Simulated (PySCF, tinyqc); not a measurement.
Worked calculation (part 1 of 2): RKS/B3LYP (VWN-RPA form) in the sto-3g basis, for OH-, spin multiplicity 1. The basis has no diffuse functions, so it cannot describe the extra electron: this is an exercise in the method, not the real anion. The lowest restricted solution is unstable here: a spin-polarised one lies 0.0014 hartree lower (PySCF). Computed by tinyqc, a small Python program that keeps every step (integrals from PySCF). Settings: charge = -1, multiplicity = 1, basis = sto-3g, energy threshold = 1e-08, iteration cap = 50, orthogonalisation = canonical, start = highest core orbitals, DIIS depth = 4, damping = 0.2, method = RKS, functional = b3lyp, grid = [15, 26]. Command: `OMP_NUM_THREADS=1 python tinyqc.py 20497 20498 out.jsonl` (the two numbers bound the seeds that draw the settings). One thread of a shared host (Intel(R) Xeon(R) Processor @ 2.60GHz), about 0.9 s of CPU time with the checks. Later iterations appear only in the table of the cycle.

## One-electron integrals

Geometry (angstrom):
```
atom       x       y       z
O     0.0000  0.0000  0.0000
H     0.0000  0.0000  1.5880
```

Basis sto-3g: exponents (1/bohr^2) and contraction coefficients of normalised primitives:
```
element  l (shell)  exponent  coefficient
O            s (1)  130.7093       0.1543
O            s (1)   23.8089       0.5353
O            s (1)    6.4436       0.4446
O            s (2)    5.0332      -0.1000
O            s (2)    1.1696       0.3995
O            s (2)    0.3804       0.7001
O            p (3)    5.0332       0.1559
O            p (3)    1.1696       0.6077
O            p (3)    0.3804       0.3920
H            s (1)    3.4253       0.1543
H            s (1)    0.6239       0.5353
H            s (1)    0.1689       0.4446
```

Overlap, kinetic and nuclear-attraction integrals over the contracted functions; the nuclear repulsion is the sum of Za Zb / Rab.

nuclear repulsion = 2.665880 hartree

overlap S:
```
         1O 1s   1O 2s  1O 2px  1O 2py  1O 2pz   2H 1s
1O 1s   1.0000  0.2367  0.0000  0.0000  0.0000  0.0127
1O 2s   0.2367  1.0000  0.0000  0.0000  0.0000  0.1695
1O 2px  0.0000  0.0000  1.0000  0.0000  0.0000  0.0000
1O 2py  0.0000  0.0000  0.0000  1.0000  0.0000  0.0000
1O 2pz  0.0000  0.0000  0.0000  0.0000  1.0000  0.1718
2H 1s   0.0127  0.1695  0.0000  0.0000  0.1718  1.0000
```

kinetic energy T (hartree):
```
          1O 1s    1O 2s  1O 2px  1O 2py  1O 2pz    2H 1s
1O 1s   29.0032  -0.1680  0.0000  0.0000  0.0000  -0.0036
1O 2s   -0.1680   0.8081  0.0000  0.0000  0.0000  -0.0123
1O 2px   0.0000   0.0000  2.5287  0.0000  0.0000   0.0000
1O 2py   0.0000   0.0000  0.0000  2.5287  0.0000   0.0000
1O 2pz   0.0000   0.0000  0.0000  0.0000  2.5287   0.0211
2H 1s   -0.0036  -0.0123  0.0000  0.0000  0.0211   0.7600
```

nuclear attraction V (hartree):
```
           1O 1s    1O 2s   1O 2px   1O 2py   1O 2pz    2H 1s
1O 1s   -60.9517  -7.2620   0.0000   0.0000  -0.0056  -0.3981
1O 2s    -7.2620  -9.3851   0.0000   0.0000  -0.0711  -1.0794
1O 2px    0.0000   0.0000  -9.3017   0.0000   0.0000   0.0000
1O 2py    0.0000   0.0000   0.0000  -9.3017   0.0000   0.0000
1O 2pz   -0.0056  -0.0711   0.0000   0.0000  -9.3345  -0.9320
2H 1s    -0.3981  -1.0794   0.0000   0.0000  -0.9320  -3.8851
```

core Hamiltonian H = T + V (hartree):
```
           1O 1s    1O 2s   1O 2px   1O 2py   1O 2pz    2H 1s
1O 1s   -31.9485  -7.4300   0.0000   0.0000  -0.0056  -0.4017
1O 2s    -7.4300  -8.5770   0.0000   0.0000  -0.0711  -1.0917
1O 2px    0.0000   0.0000  -6.7730   0.0000   0.0000   0.0000
1O 2py    0.0000   0.0000   0.0000  -6.7730   0.0000   0.0000
1O 2pz   -0.0056  -0.0711   0.0000   0.0000  -6.8057  -0.9110
2H 1s    -0.4017  -1.0917   0.0000   0.0000  -0.9110  -3.1251
```

## Two-electron integrals

Functions are numbered as in S; the eight-fold symmetry (ij|kl) = (ji|kl) = (kl|ij) leaves the list below.

Two-electron integrals (ij|kl) in chemists' order, unique and non-zero (hartree):
```
(11|11) 4.7851     (21|11) 0.7414     (21|21) 0.1369     (22|11) 1.1189
(22|21) 0.2566     (22|22) 0.8172     (31|31) 0.0245     (32|31) 0.0378
(32|32) 0.1805     (33|11) 1.1158     (33|21) 0.2567     (33|22) 0.8170
(33|33) 0.8802     (41|41) 0.0245     (42|41) 0.0378     (42|42) 0.1805
(43|43) 0.0474     (44|11) 1.1158     (44|21) 0.2567     (44|22) 0.8170
(44|33) 0.7853     (44|44) 0.8802     (51|51) 0.0245     (52|51) 0.0378
(52|52) 0.1805     (53|53) 0.0474     (54|54) 0.0474     (55|11) 1.1158
(55|21) 0.2567     (55|22) 0.8170     (55|33) 0.7853     (55|44) 0.7853
(55|55) 0.8802     (61|11) 0.0402     (61|21) 0.0074     (61|22) 0.0137
(61|33) 0.0137     (61|44) 0.0137     (61|51) 3.08e-04   (61|52) 0.0006
(61|55) 0.0138     (61|61) 4.00e-04   (62|11) 0.1224     (62|21) 0.0285
(62|22) 0.1041     (62|33) 0.1023     (62|44) 0.1023     (62|51) 0.0021
(62|52) 0.0177     (62|55) 0.1076     (62|61) 0.0016     (62|62) 0.0184
(63|31) 0.0027     (63|32) 0.0167     (63|53) 0.0035     (63|63) 0.0023
(64|41) 0.0027     (64|42) 0.0167     (64|54) 0.0035     (64|64) 0.0023
(65|11) 0.1007     (65|21) 0.0237     (65|22) 0.0927     (65|33) 0.0889
(65|44) 0.0889     (65|51) 0.0041     (65|52) 0.0306     (65|55) 0.1001
(65|61) 0.0013     (65|62) 0.0199     (65|65) 0.0238     (66|11) 0.3323
(66|21) 0.0786     (66|22) 0.3303     (66|33) 0.3209     (66|44) 0.3209
(66|51) 0.0055     (66|52) 0.0672     (66|55) 0.3489     (66|61) 0.0043
(66|62) 0.0827     (66|65) 0.1038     (66|66) 0.7746
```

## Orthogonalisation

S = U s U^T; canonical form X = U s^(-1/2), so that X^T S X = 1. Each column of U has its largest component positive (the first on a tie).

eigenvalues of S: 0.6944  0.8631  1.0000  1.0000  1.1242  1.3182

X:
```
              1        2        3       4        5       6
1O 1s   -0.5849   0.5589   0.0000  0.0000  -0.4660  0.4344
1O 2s    0.7873  -0.2941   0.0000  0.0000  -0.2688  0.5602
1O 2px   0.0000   0.0000  -0.0801  0.9968   0.0000  0.0000
1O 2py   0.0000   0.0000   0.9968  0.0801   0.0000  0.0000
1O 2pz   0.3388   0.6817   0.0000  0.0000   0.6278  0.2403
2H 1s   -0.6028  -0.5432   0.0000  0.0000   0.4539  0.4453
```

Within a degenerate level the vectors are fixed only up to a rotation; this is one choice.

## Starting guess

The start is the highest orbitals of the core Hamiltonian (a deliberately bad start); D = 2 C_occ C_occ^T.

D at the start:
```
          1O 1s    1O 2s  1O 2px  1O 2py   1O 2pz    2H 1s
1O 1s    0.1151  -0.5008  0.0000  0.0000  -0.0108   0.0603
1O 2s   -0.5008   2.1847  0.0000  0.0000   0.0644  -0.3748
1O 2px   0.0000   0.0000  2.0000  0.0000   0.0000   0.0000
1O 2py   0.0000   0.0000  0.0000  2.0000   0.0000   0.0000
1O 2pz  -0.0108   0.0644  0.0000  0.0000   2.0627  -0.3651
2H 1s    0.0603  -0.3748  0.0000  0.0000  -0.3651   2.1254
```

## Iteration 1: exchange-correlation on the grid

Becke grid with 15 radial and 26 angular points per atom, points of zero weight dropped. rho = sum D_ij phi_i phi_j; V_xc,ij = sum w v_xc phi_i phi_j plus the gradient terms; v_xc is d(rho eps)/d rho at fixed gradient. Exact exchange is left to K.

The 12 grid points with the largest w rho, of 772 (bohr, atomic units):
```
x              y        z       w     rho  |grad rho|^2   eps_xc     v_xc
0.0000    0.0000   0.9000  0.1732  0.7074        2.3696  -0.5962  -0.7450
0.0000    0.0000  -0.9000  0.1750  0.6966        2.1579  -0.5926  -0.7421
-0.9000   0.0000   0.0000  0.1750  0.6958        2.1618  -0.5924  -0.7417
0.0000    0.9000   0.0000  0.1750  0.6958        2.1618  -0.5924  -0.7417
0.9000    0.0000   0.0000  0.1750  0.6958        2.1618  -0.5924  -0.7417
0.0000   -0.9000   0.0000  0.1750  0.6958        2.1618  -0.5924  -0.7417
0.0000    0.0000  -1.3152  0.4894  0.2376        0.5295  -0.4478  -0.5180
-1.3152   0.0000   0.0000  0.4894  0.2367        0.5272  -0.4475  -0.5174
0.0000    1.3152   0.0000  0.4894  0.2367        0.5272  -0.4475  -0.5174
1.3152    0.0000   0.0000  0.4894  0.2367        0.5272  -0.4475  -0.5174
0.0000   -1.3152   0.0000  0.4894  0.2367        0.5272  -0.4475  -0.5174
0.0000    0.0000   1.3152  0.4237  0.2368        0.4985  -0.4460  -0.5178
```

electrons on the grid, sum of w rho = 9.9871

E_xc = sum of w rho eps_xc = -4.824635 hartree

V_xc (hartree):
```
          1O 1s    1O 2s   1O 2px   1O 2py   1O 2pz    2H 1s
1O 1s   -1.0551  -0.2042   0.0000   0.0000   0.0000  -0.0110
1O 2s   -0.2042  -0.6668   0.0000   0.0000  -0.0021  -0.0808
1O 2px   0.0000   0.0000  -0.6653   0.0000   0.0000   0.0000
1O 2py   0.0000   0.0000   0.0000  -0.6653   0.0000   0.0000
1O 2pz   0.0000  -0.0021   0.0000   0.0000  -0.6696  -0.0743
2H 1s   -0.0110  -0.0808   0.0000   0.0000  -0.0743  -0.4347
```

## Iteration 1: building the Kohn-Sham matrix

J_ij = sum D_kl (ij|kl), K_ij = sum D_kl (ik|jl); F = H + J - 0.1 K + V_xc; E = tr D H + tr D J / 2 - 0.05 tr D K + E_xc + E_nn.

Coulomb J (hartree):
```
         1O 1s   1O 2s  1O 2px  1O 2py  1O 2pz   2H 1s
1O 1s   9.5635  2.1944  0.0000  0.0000  0.0115  0.1177
1O 2s   2.1944  7.1685  0.0000  0.0000  0.1297  0.9939
1O 2px  0.0000  0.0000  7.1490  0.0000  0.0000  0.0000
1O 2py  0.0000  0.0000  0.0000  7.1490  0.0000  0.0000
1O 2pz  0.0115  0.1297  0.0000  0.0000  7.2024  0.9447
2H 1s   0.1177  0.9939  0.0000  0.0000  0.9447  4.2018
```

exchange K (hartree):
```
         1O 1s   1O 2s  1O 2px  1O 2py  1O 2pz   2H 1s
1O 1s   0.2556  0.2407  0.0000  0.0000  0.0000  0.0182
1O 2s   0.2407  2.5900  0.0000  0.0000  0.0132  0.3618
1O 2px  0.0000  0.0000  2.3027  0.0000  0.0000  0.0000
1O 2py  0.0000  0.0000  0.0000  2.3027  0.0000  0.0000
1O 2pz  0.0000  0.0132  0.0000  0.0000  2.3196  0.3188
2H 1s   0.0182  0.3618  0.0000  0.0000  0.3188  1.6085
```

Kohn-Sham matrix F (hartree):
```
           1O 1s    1O 2s   1O 2px   1O 2py   1O 2pz    2H 1s
1O 1s   -23.4657  -5.4639   0.0000   0.0000   0.0059  -0.2969
1O 2s    -5.4639  -2.3344   0.0000   0.0000   0.0552  -0.2147
1O 2px    0.0000   0.0000  -0.5195   0.0000   0.0000   0.0000
1O 2py    0.0000   0.0000   0.0000  -0.5195   0.0000   0.0000
1O 2pz    0.0059   0.0552   0.0000   0.0000  -0.5049  -0.0724
2H 1s    -0.2969  -0.2147   0.0000   0.0000  -0.0724   0.4812
```

total energy of this density = -31.825941 hartree

This density is the starting one.

## Iteration 1: diagonalisation and new density

Diagonalise F' = X^T F X, C = X C', fill 5 alpha and 5 beta electrons from the bottom; D = 2 C_occ C_occ^T; the new density keeps 0.2 of the old one (damping). Each column has its largest component positive (the first on a tie).

F' = X^T F X (hartree):
```
         1        2        3        4        5        6
1  -4.2736   5.0332   0.0000   0.0000  -5.0751   4.8561
2   5.0332  -5.6807   0.0000   0.0000   5.4932  -6.4276
3   0.0000   0.0000  -0.5195   0.0000   0.0000   0.0000
4   0.0000   0.0000   0.0000  -0.5195   0.0000   0.0000
5  -5.0751   5.4932   0.0000   0.0000  -6.6178   7.1497
6   4.8561  -6.4276   0.0000   0.0000   7.1497  -7.9751
```

orbital energies (hartree): MO1 -23.4661, MO2 -1.1308, MO3 -0.5195, MO4 -0.5195, MO5 -0.5000, MO6 0.5497

coefficients C:
```
            MO1      MO2     MO3      MO4      MO5      MO6
1O 1s    1.0010  -0.2391  0.0000   0.0000  -0.0210   0.0243
1O 2s   -0.0044   1.0287  0.0000   0.0000   0.0919  -0.1604
1O 2px   0.0000   0.0000  0.1041   0.9946   0.0000   0.0000
1O 2py   0.0000   0.0000  0.9946  -0.1041   0.0000   0.0000
1O 2pz  -0.0004  -0.0845  0.0000   0.0000   0.9974  -0.1713
2H 1s    0.0007  -0.0208  0.0000   0.0000  -0.0078   1.0306
```

D after iteration 1:
```
          1O 1s    1O 2s  1O 2px  1O 2py   1O 2pz    2H 1s
1O 1s    1.7185  -0.5038  0.0000  0.0000  -0.0040   0.0214
1O 2s   -0.5038   2.1436  0.0000  0.0000   0.0204  -0.1103
1O 2px   0.0000   0.0000  2.0000  0.0000   0.0000   0.0000
1O 2py   0.0000   0.0000  0.0000  2.0000   0.0000   0.0000
1O 2pz  -0.0040   0.0204  0.0000  0.0000   2.0158  -0.0826
2H 1s    0.0214  -0.1103  0.0000  0.0000  -0.0826   0.4259
```

Within a degenerate level the vectors are fixed only up to a rotation; this is one choice.

## Iteration 2: exchange-correlation on the grid

As before.

The 12 grid points with the largest w rho, of 772 (bohr, atomic units):
```
x              y        z       w     rho  |grad rho|^2   eps_xc     v_xc
0.0000   -0.9000   0.0000  0.1750  0.6943        2.1518  -0.5920  -0.7413
0.0000    0.9000   0.0000  0.1750  0.6943        2.1518  -0.5920  -0.7413
-0.9000   0.0000   0.0000  0.1750  0.6943        2.1518  -0.5920  -0.7413
0.9000    0.0000   0.0000  0.1750  0.6943        2.1518  -0.5920  -0.7413
0.0000    0.0000  -0.9000  0.1750  0.6933        2.1428  -0.5918  -0.7409
0.0000    0.0000   0.9000  0.1732  0.6983        2.2143  -0.5933  -0.7424
0.0000   -1.3152   0.0000  0.4894  0.2365        0.5253  -0.4473  -0.5172
0.0000    1.3152   0.0000  0.4894  0.2365        0.5253  -0.4473  -0.5172
1.3152    0.0000   0.0000  0.4894  0.2365        0.5253  -0.4473  -0.5172
-1.3152   0.0000   0.0000  0.4894  0.2365        0.5253  -0.4473  -0.5172
0.0000    0.0000  -1.3152  0.4894  0.2363        0.5240  -0.4472  -0.5171
0.0000    0.0000   1.3152  0.4237  0.2360        0.5239  -0.4471  -0.5169
```

electrons on the grid, sum of w rho = 9.9965

E_xc = sum of w rho eps_xc = -7.299039 hartree

V_xc (hartree):
```
          1O 1s    1O 2s   1O 2px   1O 2py   1O 2pz    2H 1s
1O 1s   -2.3787  -0.3394   0.0000   0.0000  -0.0002  -0.0185
1O 2s   -0.3394  -0.6817   0.0000   0.0000  -0.0006  -0.0763
1O 2px   0.0000   0.0000  -0.6765   0.0000   0.0000   0.0000
1O 2py   0.0000   0.0000   0.0000  -0.6765   0.0000   0.0000
1O 2pz  -0.0002  -0.0006   0.0000   0.0000  -0.6787  -0.0648
2H 1s   -0.0185  -0.0763   0.0000   0.0000  -0.0648  -0.2868
```

## Iteration 2: building the Kohn-Sham matrix

As before.

Coulomb J (hartree):
```
          1O 1s   1O 2s  1O 2px  1O 2py  1O 2pz   2H 1s
1O 1s   16.6866  3.2540  0.0000  0.0000  0.0026  0.1750
1O 2s    3.2540  8.4340  0.0000  0.0000  0.0268  1.0594
1O 2px   0.0000  0.0000  8.4240  0.0000  0.0000  0.0000
1O 2py   0.0000  0.0000  0.0000  8.4240  0.0000  0.0000
1O 2pz   0.0026  0.0268  0.0000  0.0000  8.4344  0.9423
2H 1s    0.1750  1.0594  0.0000  0.0000  0.9423  3.4839
```

exchange K (hartree):
```
         1O 1s   1O 2s  1O 2px  1O 2py  1O 2pz   2H 1s
1O 1s   7.9168  1.4175  0.0000  0.0000  0.0000  0.0833
1O 2s   1.4175  2.7975  0.0000  0.0000  0.0046  0.3362
1O 2px  0.0000  0.0000  2.3386  0.0000  0.0000  0.0000
1O 2py  0.0000  0.0000  0.0000  2.3386  0.0000  0.0000
1O 2pz  0.0000  0.0046  0.0000  0.0000  2.3419  0.2595
2H 1s   0.0833  0.3362  0.0000  0.0000  0.2595  0.3911
```

Kohn-Sham matrix F (hartree):
```
           1O 1s    1O 2s  1O 2px  1O 2py   1O 2pz    2H 1s
1O 1s   -18.4322  -4.6571  0.0000  0.0000  -0.0033  -0.2536
1O 2s    -4.6571  -1.1044  0.0000  0.0000  -0.0454  -0.1422
1O 2px    0.0000   0.0000  0.7407  0.0000   0.0000   0.0000
1O 2py    0.0000   0.0000  0.0000  0.7407   0.0000   0.0000
1O 2pz   -0.0033  -0.0454  0.0000  0.0000   0.7158  -0.0594
2H 1s    -0.2536  -0.1422  0.0000  0.0000  -0.0594   0.0328
```

total energy of this density = -66.181833 hartree

This density is a damped mixture and is not idempotent.

## Iteration 2: DIIS over 2 matrices

error matrix X^T (FDS - SDF) X:
```
         1        2       3       4        5       6
1   0.0000  -0.0152  0.0000  0.0000   0.1220  0.2690
2   0.0152   0.0000  0.0000  0.0000   0.1920  0.0388
3   0.0000   0.0000  0.0000  0.0000   0.0000  0.0000
4   0.0000   0.0000  0.0000  0.0000   0.0000  0.0000
5  -0.1220  -0.1920  0.0000  0.0000   0.0000  0.0559
6  -0.2690  -0.0388  0.0000  0.0000  -0.0559  0.0000
```

B (overlaps of the stored error matrices):
```
               1              2
1  8.1048787e-03  1.9641854e-02
2  1.9641854e-02  2.5790973e-01
```

Minimise |sum c_i e_i|^2 with sum c_i = 1: solve [B -1; -1 0][c; lambda] = [0; -1] with B_ij = tr e_i^T e_j, and take F = sum c_i F_i.

DIIS coefficients: 1.0509  -0.0509

extrapolated F (hartree):
```
           1O 1s    1O 2s   1O 2px   1O 2py   1O 2pz    2H 1s
1O 1s   -23.7218  -5.5049   0.0000   0.0000   0.0063  -0.2991
1O 2s    -5.5049  -2.3970   0.0000   0.0000   0.0604  -0.2184
1O 2px    0.0000   0.0000  -0.5836   0.0000   0.0000   0.0000
1O 2py    0.0000   0.0000   0.0000  -0.5836   0.0000   0.0000
1O 2pz    0.0063   0.0604   0.0000   0.0000  -0.5670  -0.0731
2H 1s    -0.2991  -0.2184   0.0000   0.0000  -0.0731   0.5040
```

## Iteration 2: diagonalisation and new density

As before.

F' = X^T F X (hartree):
```
         1        2        3        4        5        6
1  -4.3562   5.1029   0.0000   0.0000  -5.1425   4.8849
2   5.1029  -5.7758   0.0000   0.0000   5.5202  -6.4995
3   0.0000   0.0000  -0.5836   0.0000   0.0000   0.0000
4   0.0000   0.0000   0.0000  -0.5836   0.0000   0.0000
5  -5.1425   5.5202   0.0000   0.0000  -6.7085   7.2225
6   4.8849  -6.4995   0.0000   0.0000   7.2225  -8.0635
```

orbital energies (hartree): MO1 -23.7224, MO2 -1.1926, MO3 -0.5836, MO4 -0.5836, MO5 -0.5614, MO6 0.5723

coefficients C:
```
            MO1      MO2     MO3      MO4      MO5      MO6
1O 1s    1.0012  -0.2381  0.0000   0.0000  -0.0230   0.0235
1O 2s   -0.0053   1.0283  0.0000   0.0000   0.1013  -0.1575
1O 2px   0.0000   0.0000  0.3628   0.9319   0.0000   0.0000
1O 2py   0.0000   0.0000  0.9319  -0.3628   0.0000   0.0000
1O 2pz  -0.0004  -0.0920  0.0000   0.0000   0.9981  -0.1632
2H 1s    0.0008  -0.0228  0.0000   0.0000  -0.0165   1.0305
```

D after iteration 2:
```
          1O 1s    1O 2s  1O 2px  1O 2py   1O 2pz    2H 1s
1O 1s    2.0392  -0.5048  0.0000  0.0000  -0.0031   0.0149
1O 2s   -0.5048   2.1369  0.0000  0.0000   0.0145  -0.0623
1O 2px   0.0000   0.0000  2.0000  0.0000   0.0000   0.0000
1O 2py   0.0000   0.0000  0.0000  2.0000   0.0000   0.0000
1O 2pz  -0.0031   0.0145  0.0000  0.0000   2.0107  -0.0395
2H 1s    0.0149  -0.0623  0.0000  0.0000  -0.0395   0.0864
```

Within a degenerate level the vectors are fixed only up to a rotation; this is one choice.

## Iteration 22 (converged): orbitals

converged F (hartree):
```
           1O 1s    1O 2s  1O 2px  1O 2py   1O 2pz    2H 1s
1O 1s   -18.1360  -4.6866  0.0000  0.0000  -0.0064  -0.2551
1O 2s    -4.6866  -1.4407  0.0000  0.0000  -0.0022  -0.1702
1O 2px    0.0000   0.0000  0.4037  0.0000   0.0000   0.0000
1O 2py    0.0000   0.0000  0.0000  0.4037   0.0000   0.0000
1O 2pz   -0.0064  -0.0022  0.0000  0.0000   0.4478  -0.0837
2H 1s    -0.2551  -0.1702  0.0000  0.0000  -0.0837   0.2623
```

Diagonalise F' = X^T F X, C = X C', fill 5 alpha and 5 beta electrons from the bottom; D = 2 C_occ C_occ^T. Each column has its largest component positive (the first on a tie).

F' = X^T F X (hartree):
```
         1        2       3       4        5        6
1  -2.6165   3.6805  0.0000  0.0000  -3.7026   4.0006
2   3.6805  -3.8052  0.0000  0.0000   4.6700  -4.9717
3   0.0000   0.0000  0.4037  0.0000   0.0000   0.0000
4   0.0000   0.0000  0.0000  0.4037   0.0000   0.0000
5  -3.7026   4.6700  0.0000  0.0000  -4.8793   5.7248
6   4.0006  -4.9717  0.0000  0.0000   5.7248  -6.2810
```

orbital energies (hartree): MO1 -18.1453, MO2 -0.2512, MO3 0.2379, MO4 0.4037, MO5 0.4037, MO6 0.5766

coefficients C:
```
            MO1      MO2      MO3     MO4      MO5      MO6
1O 1s    0.9942  -0.2604   0.0545  0.0000   0.0000  -0.0335
1O 2s    0.0237   1.0000  -0.2555  0.0000   0.0000   0.1631
1O 2px   0.0000   0.0000   0.0000  0.7097  -0.7045   0.0000
1O 2py   0.0000   0.0000   0.0000  0.7045   0.7097   0.0000
1O 2pz   0.0008   0.0078   0.4767  0.0000   0.0000   0.8967
2H 1s   -0.0025   0.1215   0.8049  0.0000   0.0000  -0.6325
```

D after iteration 22:
```
          1O 1s    1O 2s  1O 2px  1O 2py   1O 2pz    2H 1s
1O 1s    2.1183  -0.5015  0.0000  0.0000   0.0494   0.0194
1O 2s   -0.5015   2.1316  0.0000  0.0000  -0.2280  -0.1685
1O 2px   0.0000   0.0000  2.0000  0.0000   0.0000   0.0000
1O 2py   0.0000   0.0000  0.0000  2.0000   0.0000   0.0000
1O 2pz   0.0494  -0.2280  0.0000  0.0000   0.4546   0.7693
2H 1s    0.0194  -0.1685  0.0000  0.0000   0.7693   1.3253
```

Within a degenerate level the vectors are fixed only up to a rotation; this is one choice.
